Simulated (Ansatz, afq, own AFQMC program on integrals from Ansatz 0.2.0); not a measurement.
Two steps: Ansatz 0.2.0 writes the Fock matrix and Cholesky factors of the valence space, and afq projects on them the lowest state that overlaps trial and start.

```yaml
crystal:
  periodic: [false, false, false]
  atoms:
    - {symbol: Si, position_ang: [0.000000, 0.089927, 1.825535]}
    - {symbol: Al, position_ang: [0.000000, -0.146353, -2.055278]}
    - {symbol: H, position_ang: [0.000000, 1.471053, 2.390400]}
    - {symbol: H, position_ang: [1.198904, -0.618227, 2.361150]}
    - {symbol: H, position_ang: [-1.198904, -0.618227, 2.361150]}
    - {symbol: H, position_ang: [0.000000, 1.177352, -2.962160]}
basis:
  gaussian: {orbitals: 6-31G}
magnetization: {spin_polarized: false, initial_magnetization: 1}
correlation: {method: ccsd_t, electrons: outside_noble_gas, hamiltonian_folder: ham}
```

```sh
$ ansatz run in.yaml --threads 1 --pin off --events-out ev --progress --plain --max-ram 1382MiB
```

Options of the walk:

```
--method free --trial cisd --walkers 200 --time-step 0.02 --max-blocks 120 --target-error 0.0016 --factor-cut 1e-05 --seed 8628 --times 0.0,0.5,1.0,2.0,3.0,4.0 --taylor-order 6
```

Times are imaginary, in 1/Eh. The walk had a cap of 212 s.

Log:

```
orbitals 24  electrons 6 5  factors 155 of 406
reference energy -532.98809092 Eh
CCSD correlation -0.11875945 Eh in 16 cycles, weight of the determinant in the CISD state 0.8549
repeat  energy at the last time / Eh  error
    10  -533.109034  0.000319
    20  -533.108972  0.000255
time / (1/Eh)  energy / Eh  error  mean overlap
  0.00  -533.106714  0.000123  1.1690
  0.50  -533.107766  0.000094  1.1777
  1.00  -533.108388  0.000124  1.1777
  2.00  -533.108764  0.000126  1.1880
  3.00  -533.109035  0.000169  1.1963
  4.00  -533.108928  0.000245  1.2020
energy -533.108928 +/- 0.000245 Eh
```

The run passed its tests (error under three times the target), which doesn't prove that it has relaxed, ending at its cap on processor time.

Against this walk (error 6.7 meV) on the same determinant: CCSD(T) 16.6 meV higher, CCSDT(Q) 6.8 meV lower (within the noise). The error is statistical, and a free projection of finite length keeps a remainder of its start.

Cautions: remainder of the start not in the error; a spin-contaminated unrestricted determinant lies lower (UHF 132 meV lower, ⟨S²⟩ 0.95).

The walk took 3.5 min on 1 thread of Intel(R) Xeon(R) Processor @ 2.50GHz (Skylake/Cascade Lake), on a shared host. The log's last line is the free-projection energy.

CCSDT and higher add their correlation energy to the determinant of the CCSD(T) run, since their own runs factorise the integrals more tightly (a shift of under 2 meV). A walk keeps the symmetry of its determinant, which the program's search chose and which needn't be the lowest solution, so a lower state of the same spin and another symmetry isn't excluded.
